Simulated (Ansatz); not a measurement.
# CH4FNO2: how energies converge with the basis set

The task here is to estimate one member of a computed series from the others.

Program: Ansatz 0.2.0, Gaussian basis. Level of theory: one geometry, several basis sets. These are calculated values, not measurements.

Levels to be run: PBE0-D4/def2-SVP; ωB97M-V/def2-SVP; PBE0-D4/def2-QZVPP; ωB97M-V/def2-QZVPP; the functionals' def2-TZVPP values are taken from earlier runs.

### Structure used throughout

The geometry comes from an earlier relaxation with PBE0-D4 in a triple-zeta def2 set; it is a stationary point, not always the lowest conformer.

SMILES `NC(O)(O)F`, 9 atoms, charge 0, spin multiplicity 1.

Atoms are counted from 1 here; the program's logs count them from 0.

Bond lengths: N1–C2 1.416 Å, N1–H6 1.012 Å, N1–H7 1.012 Å, C2–O3 1.369 Å, C2–O4 1.372 Å, C2–F5 1.384 Å, O3–H8 0.964 Å, O4–H9 0.963 Å. Angles: C2–N1–H6 109.5°, C2–N1–H7 110.1°, H6–N1–H7 109.1°, N1–C2–O3 113.1°, N1–C2–O4 111.8°, N1–C2–F5 106.2°, O3–C2–O4 108.4°, O3–C2–F5 108.5°, O4–C2–F5 108.7°, C2–O3–H8 108.0°, C2–O4–H9 107.1°.

The first run:

Input file in.yaml:

```yaml
crystal:
  periodic: [false, false, false]
  atoms:
    - {symbol: N, position_ang: [0.758168, 0.544189, -0.772447]}
    - {symbol: C, position_ang: [0.002765, -0.126873, 0.219972]}
    - {symbol: O, position_ang: [-0.568591, -1.285117, -0.232917]}
    - {symbol: O, position_ang: [-0.987240, 0.671741, 0.735213]}
    - {symbol: F, position_ang: [0.891725, -0.441899, 1.233141]}
    - {symbol: H, position_ang: [0.184194, 0.688772, -1.593174]}
    - {symbol: H, position_ang: [1.567059, -0.008074, -1.026449]}
    - {symbol: H, position_ang: [-1.181120, -1.598763, 0.442531]}
    - {symbol: H, position_ang: [-0.578460, 1.509825, 0.977130]}
basis:
  gaussian: {orbitals: def2-SVP}
hamiltonian: {xc: pbe0, dispersion: d4}
output: {orbitals: {seedname: orbitals}}
```

Run with:

```sh
> ansatz run in.yaml --threads 2 --pin off --events-out ev --progress --plain --max-ram 4352MiB
```

Steps of the session up to this table: PBE0-D4 in def2-SVP; ωB97M-V in def2-SVP; PBE0-D4 in def2-QZVPP; ωB97M-V in def2-QZVPP.

One of the session's tables, all rows but one given; the rest of the session is left out.

It belongs to the step «Functionals by basis». 

```
functional       basis  HOMO (eV)  LUMO (eV)
   PBE0-D4    def2-SVP      -7.97       1.77
   PBE0-D4  def2-TZVPP      -8.28       0.93
   PBE0-D4  def2-QZVPP      -8.34       0.49
   ωB97M-V    def2-SVP     -10.42       3.37
   ωB97M-V  def2-TZVPP     -10.75       2.31
   ωB97M-V  def2-QZVPP          ?          ?
```

Q: Estimate the row for ωB97M-V, def2-QZVPP from the others.

The run gave: HOMO (eV): -10.82; LUMO (eV): 1.68. In the column «HOMO (eV)» it is the lowest.
